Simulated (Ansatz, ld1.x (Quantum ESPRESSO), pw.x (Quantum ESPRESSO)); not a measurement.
**Which Mg potential is closest to all-electron in the bcc crystal?**

All use PBEsol, scalar-relativistic, no spin, cutoffs from each file’s atomic test, pw.x 7.5; 13³ k-points, Fermi–Dirac smearing 0.01 Ry. Δ is the rms difference from all-electron LAPW of the E(V) curves that follow from fits to the pressures, over ±6 % in volume. Mesh and smearing are coarse and serve the comparison alone. The files are a selection: those with a ghost or negative overlap were mostly not run, and those with noisy or unconverged pressures or nearly equal Δ are left out.

All-electron: a0 = 3.559 Å (V0 = 22.55 Å³/atom), B0 = 36.1 GPa.

(1) Rank them by Δ, smallest first.
A. norm-conserving Troullier–Martins (Kleinman–Bylander form), ld1.x (Quantum ESPRESSO) 7.5, PBEsol; core [Ne], reference 3s1.75 3p0.25; waves: 3p (bound): rc 2.40 bohr; 3d channel at -0.2 Ry: rc 2.85 bohr; 3s (bound): rc 2.80 bohr; local part: the s channel; core correction: none.
B. norm-conserving Troullier–Martins (Kleinman–Bylander form), ld1.x (Quantum ESPRESSO) 7.5, PBEsol; core [Ne], reference 3s2 3p0; waves: 3p (bound, empty): rc 2.85 bohr; 3d channel at 0.2 Ry: rc 2.80 bohr; 3s (bound): rc 2.85 bohr; local part: the s channel; core correction: Bessel-smoothed model core inside 1.60 bohr.
C. norm-conserving RRKJ (Kleinman–Bylander form), ld1.x (Quantum ESPRESSO) 7.5, PBEsol; core [Ne], reference 3s2 3p0; waves: 3s (bound): rc 2.20 bohr; 3p (bound, empty): rc 3.95 bohr; 3d channel at 0.1 Ry: rc 3.15 bohr; local part: all-electron potential smoothed inside 1.85 bohr (lloc = -1); core correction: a·sin(br)/r model core inside 1.95 bohr; rho0 0.001.

Results:

(1) C (2.2 meV/atom), A (3.3 meV/atom), B (5.8 meV/atom).
